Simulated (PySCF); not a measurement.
**Electronic absorption of benzoquinone**

Compound: benzoquinone, C₆H₄O₂.
InChI=1S/C6H4O2/c7-5-1-2-6(8)4-3-5/h1-4H

Computed, not measured: PySCF 2.14.0, density-fitted response routines, TDDFT PBE0/def2-SVPD, vertical, gas phase, core orbitals frozen in the response. Isolated species at its PBE0-D3(BJ)/def2-SVP geometry, gas phase.

Q: List the vertical singlet excitations with oscillator strengths and describe the spectrum.

A: 

```tsv
state	E (eV)	λ (nm)	f	|μ| (D)	main configurations (H = HOMO, L = LUMO)
S1	2.56	484.6	0.0000	0.00	H→L (98%)
S2	2.82	439.1	0.0000	0.00	H-1→L (98%)
S3	3.95	313.6	0.0000	0.01	H-2→L (99%)
S4	5.06	244.9	0.339	4.20	H-3→L (90%)
S5	5.60	221.3	0.0008	0.20	H→L+1 (99%)
S6	5.94	208.6	0.0000	0.00	H-1→L+1 (99%)
S7	6.08	204.0	0.0000	0.00	H-4→L (81%), H-1→L+2 (16%)
S8	6.33	195.7	0.0000	0.00	H→L+2 (96%)
S9	6.76	183.5	0.0000	0.00	H-6→L (98%)
S10	6.77	183.2	0.0000	0.00	H-1→L+2 (79%), H-4→L (18%)
```

Triplets, Tamm–Dancoff:

```csv
state,E (eV),λ (nm),"main configurations (H = HOMO, L = LUMO)"
T1,2.07,597.8,H→L (96%)
T2,2.32,533.9,H-1→L (95%)
T3,2.82,440.2,H-3→L (92%)
T4,2.95,420.3,H-2→L (93%)
```

The lowest singlet lies at 2.56 eV (485 nm, visible) and is dark (f under 0.0005); its leading configuration is HOMO→LUMO (98%). The most intense listed level is S4 at 5.06 eV (245 nm, f = 0.339), 2.50 eV above S1. Löwdin shares by element: HOMO oxygen 57%, carbon 15% or more (atoms not listed hold the other 28%); LUMO oxygen 37%, carbon 24% or more (atoms not listed hold the other 39%). The oscillator strengths of these states sum to 0.340; summed over the whole spectrum of an exact calculation they would give the number of electrons, 56 (Thomas–Reiche–Kuhn). Weighted by f, the mean energy of these states is 5.06 eV. Of the 10 states listed, 1 reaches f = 0.01 and 8 stay under 0.0005. 2 computed singlets (S1 to S2) lie in the visible range (380 to 750 nm), S1 for one at 485 nm, dark in the vertical dipole picture (f under 0.0005); light of that wavelength is green-blue, and its complementary colour is orange; a Tamm–Dancoff triplet lies at 598 nm, without intensity as long as spin–orbit coupling is left out. All these states lie below the vertical ionisation energy of 10.03 eV (ΔSCF). Singlets were solved by full linear response, triplets in the Tamm–Dancoff approximation.

On x86-64 server, one thread, no GPU, on a shared host, this took 1.8 min of wall time.
